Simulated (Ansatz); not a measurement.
**CHAlO (triplet): from Hartree-Fock to the top rungs, def2-TZVPP**

An exercise on one series of results from a longer session: the logs are not shown, and one member is left open.

Computed with Ansatz 0.2.0, Gaussian basis. Level: def2-TZVPP, core rule «outside noble gas», up to 7 orbitals frozen.

Plan: UHF; ROHF; CCSD(T) on UHF.

2 further runs of the same task are left out: 2 set aside as unsound or not needed.

### The system

The geometry is a PBE0/def2-TZVP stationary point (not a proven minimum).

4 atoms, charge 0, spin multiplicity 3.

Atoms are counted from 1 here; the program's logs count them from 0.

Bond lengths: C1–Al2 1.857 Å, C1–H4 1.080 Å, Al2–O3 1.597 Å. Angles: Al2–C1–H4 180.0°, C1–Al2–O3 180.0°.

The first run:

Input file in.yaml:

```yaml
crystal:
  periodic: [false, false, false]
  atoms:
    - {symbol: C, position_ang: [0.000000, 0.000000, 1.057693]}
    - {symbol: Al, position_ang: [0.000000, 0.000000, -0.799174]}
    - {symbol: O, position_ang: [0.000000, 0.000000, -2.396024]}
    - {symbol: H, position_ang: [0.000000, 0.000000, 2.137505]}
basis:
  gaussian: {orbitals: def2-TZVPP}
magnetization: {spin_polarized: true, initial_magnetization: 2}
hamiltonian: {xc: hf}
output: {orbitals: {seedname: orbitals}}
```

Launch:

```sh
$ ansatz run in.yaml --threads 1 --pin off --events-out ev --progress --plain --max-ram 3968MiB --backend cpu
```

Among the steps run: UHF; ROHF; CCSD(T) on UHF.

One table of the session follows, with a row left open; its other results are not shown here.

It belongs to the step «Misses and costs». 

| method | from UCCSD(T) (kJ/mol) |
| --- | --- |
| ROHF | ? |
| UHF | +1185.3 |
| UMP2 | +79.7 |
| UCCSD | +54.0 |
| UCCSD(T) | 0 |

Q: Estimate the row for ROHF from the others.

**Answer.** from UCCSD(T) (kJ/mol): +1205.2. In the column «from UCCSD(T) (kJ/mol)» it is the highest.

With the free atoms at the same levels and basis (separate runs), the atomisation energy is 12.144 eV at UCCSD(T), 8.272 eV at ROHF.
